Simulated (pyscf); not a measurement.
Thermochemistry of product channels of `[SH2]` + `[SiH3]` [doublet] on the doublet surface, in kcal/mol, from ωB97M-D3(BJ)/def2-TZVP energies (ideal gas, 1 atm, RRHO with modes under 100 cm⁻¹ raised to 100, one conformer, R ln 2 for rigid chiral ones). Single points on ωB97X-D3(BJ)/def2-SVP structures (PySCF, gas phase).

```tsv
products	ΔE	ΔH(298 K)	ΔG(600 K)	ΔG(1200 K)
`[SiH2][SH]` [doublet] + `[H][H]`	-9.6	-10.5	-8.9	-9.0
`[SH]` [doublet] + `[SiH4]`	-1.5	-1.3	+2.5	+6.0
`[SiH3][SH]` + `[H]` [doublet]	(withheld)	+2.2	+7.0	(withheld)
`[SiH3][S]` [doublet] + `[H][H]`	(withheld)	-11.6	-8.5	-6.8
```

### Question
What belongs in the gaps?

### Answer

- `[SiH3][SH]` + `[H]` [doublet], ΔE: +3.8
- `[SiH3][SH]` + `[H]` [doublet], ΔG(1200 K): +9.8
- `[SiH3][S]` [doublet] + `[H][H]`, ΔE: -10.8

These are energies of the channels, which say nothing of barriers. Left out: orbital degeneracy and the spin-orbit lowering of SH.
